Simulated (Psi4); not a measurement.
Reaction (SMILES): CO (CH3-OH) + [H][H] (H2) → C (CH4) + O (H2O)
B3LYP-D3(BJ)/def2-TZVP geometries, fixed; electronic energies without zero-point terms.
Largest species:
```xyz
6

C     -0.0525     0.6636    -0.0008
O     -0.0399    -0.7570     0.0018
H     -1.0978     0.9691     0.0075
H      0.8740    -1.0577    -0.0054
H      0.4365     1.0833     0.8854
H      0.4213     1.0799    -0.8968
```

Effect of the treatment of two-electron integrals at MP2/aug-cc-pVTZ with Psi4, against the last row, where the energy of full hydrogenation is -31.02 kcal/mol. Cores are frozen.

```tsv
setting	largest shift of a total energy (mEh)	shift of the energy of full hydrogenation (kcal/mol)
scf_type: df	0.095	-0.005
scf_type: cd	0.028	0.002
scf_type: pk	0.000	0.000
```

Within 0.02 kcal/mol in the energy of full hydrogenation: scf_type: df; scf_type: cd. The largest shift is 0.095 mEh in a total energy and 0.005 kcal/mol in the difference.
